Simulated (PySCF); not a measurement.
**BF (SMILES [B]F): HF/STO-3G**

Aim: the vertical electron affinity of BF at HF/STO-3G, from 2 runs. The job is set up through a Python script.

Program for the calculation: PySCF 2.14.0.

4 further runs of the same task are left out: 4 set aside as unsound or not needed.

**1. The structure to begin with**

BF: 2 atoms, total charge 0, spin state singlet. As SMILES, `[B]F`. Geometry: relaxed at PBE0-D4/def2-TZVP.

Bond lengths: B1–F2 1.263 Å.

**2. A single-point energy at HF/STO-3G**

run.py reads:

```python
from pyscf import gto, scf

mol = gto.Mole()
mol.atom = 'B 0.000000 -0.000000 -0.009350; F -0.000000 0.000000 1.253740'
mol.verbose = 4
mol.basis = 'sto-3g'
mol.max_memory = 1860
mol.build()

mf = scf.RHF(mol)
mf.conv_tol = 1e-10
mf.kernel()
if not mf.converged:
    mf = mf.newton().run(mf.mo_coeff, mf.mo_occ)

e_final = mf.e_tot
print('E(%s) = %.9f' % ('HF', e_final))
```

Run with:

```console
$ OMP_NUM_THREADS=1 python run.py
```

Log:

```text
PySCF version 2.14.0

[INPUT] num. atoms = 2
[INPUT] num. electrons = 14
[INPUT] charge = 0
[INPUT] spin (= nelec alpha-beta = 2S) = 0
[INPUT] symmetry False subgroup None
[INPUT] Mole.unit = angstrom
[INPUT] Symbol           X                Y                Z      unit          X                Y                Z       unit  Magmom
[INPUT]  1 B      0.000000000000   0.000000000000  -0.009350000000 AA    0.000000000000   0.000000000000  -0.017668939265 Bohr   0.0
[INPUT]  2 F      0.000000000000   0.000000000000   1.253740000000 AA    0.000000000000   0.000000000000   2.369225231412 Bohr   0.0

nuclear repulsion = 18.8529514851673
number of shells = 6
number of NR pGTOs = 30
number of NR cGTOs = 10
basis = sto-3g
ecp = {}

******** <class 'pyscf.scf.hf.RHF'> ********
method = RHF
initial guess = minao
damping factor = 0
level_shift factor = 0
DIIS = <class 'pyscf.scf.diis.CDIIS'>
diis_start_cycle = 1
diis_space = 8
diis_damp = 0
SCF conv_tol = 1e-10
SCF conv_tol_grad = None
SCF max_cycles = 50
direct_scf = True
direct_scf_tol = 1e-13
Set gradient conv threshold to 1e-05
Initial guess from minao.
init E= -122.349387271561
  HOMO = -0.220071370991334  LUMO = 0.216087109961105  gap/eV = 11.86848
cycle= 1 E= -122.315301769767  delta_E= 0.0341  |g|= 0.317  |ddm|=  1.5
  HOMO = -0.312161427701099  LUMO = 0.307859683631861  gap/eV = 16.87163
cycle= 2 E= -122.350519948611  delta_E= -0.0352  |g|= 0.134  |ddm|= 0.622
  HOMO = -0.280544164990968  LUMO = 0.326886278698164  gap/eV = 16.52902
cycle= 3 E= -122.356010359343  delta_E= -0.00549  |g|= 0.0137  |ddm|= 0.141
  HOMO = -0.279740440356493  LUMO = 0.328326026002842  gap/eV = 16.54633
cycle= 4 E= -122.35613030066  delta_E= -0.00012  |g|= 0.00238  |ddm|= 0.0408
  HOMO = -0.279614599964012  LUMO = 0.327914493042512  gap/eV = 16.53171
cycle= 5 E= -122.356134367416  delta_E= -4.07e-06  |g|= 0.000461  |ddm|= 0.007
  HOMO = -0.2796926896731  LUMO = 0.328024092409139  gap/eV = 16.53682
cycle= 6 E= -122.356134451988  delta_E= -8.46e-08  |g|= 6.08e-05  |ddm|= 0.000749
  HOMO = -0.279686728894411  LUMO = 0.328020820278058  gap/eV = 16.53656
cycle= 7 E= -122.356134454258  delta_E= -2.27e-09  |g|= 2.62e-06  |ddm|= 0.000159
  HOMO = -0.279686662519703  LUMO = 0.328021461032994  gap/eV = 16.53658
cycle= 8 E= -122.35613445426  delta_E= -2.05e-12  |g|= 7.56e-08  |ddm|= 4.91e-06
  HOMO = -0.279686664376103  LUMO = 0.32802148978544  gap/eV = 16.53658
Extra cycle  E= -122.35613445426  delta_E= 5.68e-14  |g|= 3.82e-08  |ddm|= 1.22e-07
converged SCF energy = -122.35613445426
E(HF) = -122.356134454
```

Wall time 0.44 s (1 thread of Arm Neoverse V2, shared host); peak memory 0.1 GiB.

**3. The doublet anion at the same level**

calc.py reads:

```python
from pyscf import gto

mol = gto.Mole()
mol.atom = '''
B      0.000000     0.000000    -0.017669
F      0.000000     0.000000     2.369225
'''
mol.verbose = 4
mol.spin = 1
mol.basis = 'sto-3g'
mol.charge = -1
mol.unit = 'bohr'
mol.max_memory = 1860
mol.build()

mf = mol.UHF()
mf.conv_tol = 1e-10
mf.kernel()
if not mf.converged:
    mf = mf.newton().run(mf.mo_coeff, mf.mo_occ)

e_final = mf.e_tot
print('E = %.10f Eh' % e_final)
```

Run with:

```console
$ OMP_NUM_THREADS=1 python calc.py
```

Log:

```text
PySCF version 2.14.0

[INPUT] num. atoms = 2
[INPUT] num. electrons = 15
[INPUT] charge = -1
[INPUT] spin (= nelec alpha-beta = 2S) = 1
[INPUT] symmetry False subgroup None
[INPUT] Mole.unit = bohr
[INPUT] Symbol           X                Y                Z      unit          X                Y                Z       unit  Magmom
[INPUT]  1 B      0.000000000000   0.000000000000  -0.009350032140 AA    0.000000000000   0.000000000000  -0.017669000000 Bohr   0.0
[INPUT]  2 F      0.000000000000   0.000000000000   1.253739877542 AA    0.000000000000   0.000000000000   2.369225000000 Bohr   0.0

nuclear repulsion = 18.8529528332636
number of shells = 6
number of NR pGTOs = 30
number of NR cGTOs = 10
basis = sto-3g
ecp = {}

******** <class 'pyscf.scf.uhf.UHF'> ********
method = UHF
initial guess = minao
damping factor = 0
level_shift factor = 0
DIIS = <class 'pyscf.scf.diis.CDIIS'>
diis_start_cycle = 1
diis_space = 8
diis_damp = 0
SCF conv_tol = 1e-10
SCF conv_tol_grad = None
SCF max_cycles = 50
direct_scf = True
direct_scf_tol = 1e-13
number electrons alpha = 8  beta = 7
Set gradient conv threshold to 1e-05
init E= -122.349387445728

[... the frontier-level lines of each cycle are left out ...]


cycle= 1 E= -122.01435126235  delta_E= 0.335  |g|= 0.148  |ddm|= 1.42
cycle= 2 E= -122.032034061197  delta_E= -0.0177  |g|= 0.0327  |ddm|= 0.289
cycle= 3 E= -122.032865673083  delta_E= -0.000832  |g|= 0.00926  |ddm|= 0.0436
cycle= 4 E= -122.03298791867  delta_E= -0.000122  |g|= 0.00213  |ddm|= 0.0275
cycle= 5 E= -122.032995400321  delta_E= -7.48e-06  |g|= 0.000309  |ddm|= 0.00701
cycle= 6 E= -122.032995573528  delta_E= -1.73e-07  |g|= 9.46e-05  |ddm|= 0.000831
cycle= 7 E= -122.032995591956  delta_E= -1.84e-08  |g|= 1.69e-05  |ddm|= 0.000269
cycle= 8 E= -122.032995592527  delta_E= -5.71e-10  |g|= 3.06e-06  |ddm|= 5.14e-05
cycle= 9 E= -122.03299559254  delta_E= -1.3e-11  |g|= 9.85e-07  |ddm|= 7.26e-06
Extra cycle  E= -122.032995592541  delta_E= -1.05e-12  |g|= 5.22e-07  |ddm|= 1.74e-06
converged SCF energy = -122.032995592541  <S^2> = 0.75271697  2S+1 = 2.0027151
E = -122.0329955925 Eh
```

It took 0.54 s on 1 thread of Arm Neoverse V2, shared host; peak memory 0.12 GiB.

**4. What came out**

Level: HF/STO-3G.

| quantity | value |
| --- | --- |
| singlet BF: total energy | -122.35613 Eh |
| singlet BF: dipole moment | 1.10 D |
| singlet BF: HOMO energy | -7.61 eV |
| singlet BF: LUMO energy | 8.93 eV |
| singlet BF: HOMO–LUMO gap | 16.54 eV |
| doublet anion: total energy | -122.03300 Eh |
| doublet anion: HOMO energy (highest over α and β) | 8.69 eV |
| doublet anion: LUMO energy (lowest over α and β) | 21.61 eV |
| doublet anion: ⟨S²⟩ | 0.753 |
| vertical electron affinity (to the doublet anion) | -8.793 eV |

**Reading.** The anion lies 8.79 eV (848 kJ/mol) above the neutral: the electron isn't bound at this level, and such a value depends on the basis. Without diffuse functions anions come out too high. Hartree–Fock misses the correlation that binds many anions. In a minimal basis such a difference can be off by several eV, whatever the method. The HOMO (doublet anion) lies at positive energy, 8.69 eV: the electron is unbound at this level or held by a compact basis; values depend on the basis.
